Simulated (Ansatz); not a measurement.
**Property card for SrAs2Ru2**

These are results of DFT PBEsol, scalar-relativistic, plane waves, PAW in Ansatz, not measurements.

Cutoff 420 eV; k points 12×12×12 on the computed 5-atom cell (Γ-centred); Gaussian smearing, width 0.10 eV; no spin polarisation.

The structure is relaxed at this level of theory with its symmetry kept. Whether it is the stable form of this composition wasn't checked.

The structure is tetragonal, space group I4/mmm (No. 139). The conventional cell has a = 4.166 Å, b = 4.166 Å, c = 10.956 Å, α = 90.00°, β = 90.00°, γ = 90.00°. Around Sr (site symmetry 4/mmm) lie 8 As at 3.32 Å and 8 Ru at 3.44 Å. Around As (site symmetry 4mm) lie 4 Ru at 2.41 Å. Ru (site symmetry -4m2) is surrounded by 4 As at 2.41 Å.

| Property | Result |
| --- | --- |
| Volume per atom | 19.02 Å³ |
| Formation energy from the elements' standard states (uncorrected) | -0.670 eV/atom |
| Kohn–Sham band gap | none (metal) |
| Density of states at the Fermi level | 1.61 states/eV per cell |
| Löwdin character within 0.5 eV of the Fermi level | Ru 4d 52 %, As 4p 27 %, unprojected 12 % |
| Bader charges (e) | Sr (1 in the cell) 1.35, As (2 in the cell) -0.37, Ru (2 in the cell) -0.30 |